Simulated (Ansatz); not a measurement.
# MgH2O2 (SMILES [OH][Mg][OH]): a rigid scan of the bond length O1–Mg2

An exercise on one series of results from a longer session: the logs are not shown, and one member is left open.

Program: Ansatz 0.2.0, Gaussian basis. Level of theory: single points in def2-TZVPP. These are calculated values, not measurements.

Levels: PBE-D4, r2SCAN-D4, PBE0-D4, B3LYP-D4, wB97M-V, Hartree-Fock, MP2, CCSD, CCSD(T). The scan takes 1.519, 1.571, 1.647, 1.736, 1.835, 1.941, 2.054, 2.172, 2.296 Å.

Correlated methods freeze the cores. The outer core shell of Li, Na, Mg and K is correlated. B3LYP uses VWN-RPA correlation.

18 further runs of the same task are left out: 18 set aside as unsound or not needed.

## Starting geometry

SMILES `[OH][Mg][OH]`, 5 atoms, charge 0, spin multiplicity 1.

Atoms are counted from 1 here; the program's logs count them from 0.

Bond lengths: O1–Mg2 1.950 Å, O1–H4 0.974 Å, Mg2–O3 1.970 Å, O3–H5 1.010 Å. Angles: Mg2–O1–H4 103.2°, O1–Mg2–O3 178.9°, Mg2–O3–H5 105.8°.

As a file:

```xyz
5

O    -1.6641   -0.1492   -1.0468
Mg    0.0026   -0.1566   -0.0348
O     1.6924   -0.2016    0.9769
H    -2.3302    0.0872   -0.3772
H     2.3492    0.3465    0.4405
```

The first run:

File pre/in.yaml:

```yaml
crystal:
  periodic: [false, false, false]
  atoms:
    - {symbol: O, position_ang: [-1.664100, -0.149200, -1.046800]}
    - {symbol: Mg, position_ang: [0.002600, -0.156600, -0.034800]}
    - {symbol: O, position_ang: [1.692400, -0.201600, 0.976900]}
    - {symbol: H, position_ang: [-2.330200, 0.087200, -0.377200]}
    - {symbol: H, position_ang: [2.349200, 0.346500, 0.440500]}
basis:
  gaussian: {orbitals: def2-SVP}
hamiltonian: {xc: pbe, dispersion: d4}
relax: {f_tol: 0.03, max_steps: 250}
```

The command line of these runs was not kept.

Steps of the session up to this table: A first relaxation in a small basis; Finding the minimum; The minimum at every level; O1–Mg2 = 1.519 Å; O1–Mg2 = 1.571 Å; O1–Mg2 = 1.647 Å; O1–Mg2 = 1.736 Å; O1–Mg2 = 1.835 Å; O1–Mg2 = 1.941 Å; O1–Mg2 = 2.054 Å; O1–Mg2 = 2.172 Å; O1–Mg2 = 2.296 Å.

One of the session's tables, all rows but one given; the rest of the session is left out.

It belongs to the step «The curves». Energies less that of the minimum at the same level (kJ/mol):

| bond length (Å) | PBE-D4 | PBE0-D4 | B3LYP-D4 | wB97M-V | Hartree-Fock |
| --- | --- | --- | --- | --- | --- |
| 1.519 | 109.4 | 102.3 | 105.1 | 105.8 | 101.5 |
| 1.571 | ? | ? | ? | ? | ? |
| 1.647 | 22.2 | 18.8 | 20.0 | 20.3 | 17.7 |
| 1.736 | 1.9 | 1.0 | 1.3 | 1.4 | 0.6 |
| 1.766 (minimum) | 0.0 | 0.0 | 0.0 | 0.0 | 0.0 |
| 1.835 | 2.7 | 4.6 | 4.1 | 3.9 | 5.7 |
| 1.941 | 20.6 | 25.3 | 24.0 | 23.7 | 28.3 |
| 2.054 | 50.8 | 58.2 | 56.2 | 55.9 | 63.4 |
| 2.172 | 88.3 | 98.5 | 95.7 | 95.8 | 106.2 |
| 2.296 | 129.8 | 142.9 | 139.2 | 140.4 | 153.4 |

Estimate the missing values for bond length (Å) = 1.571.

Worked estimate for «PBE-D4». A straight line through the neighbours (1.519, 109.4) and (1.647, 22.2) gives 109.4 + (22.2 − 109.4) × (1.571 − 1.519) / (1.647 − 1.519) = 74.0; a parabola fitted to 3 rows on both sides gives 65.7.

**Answer.** PBE-D4: 63.5; PBE0-D4: 57.9; B3LYP-D4: 60.0; wB97M-V: 60.6; Hartree-Fock: 56.7. In «PBE-D4» the line misses by +10.5 and the parabola by +2.2.
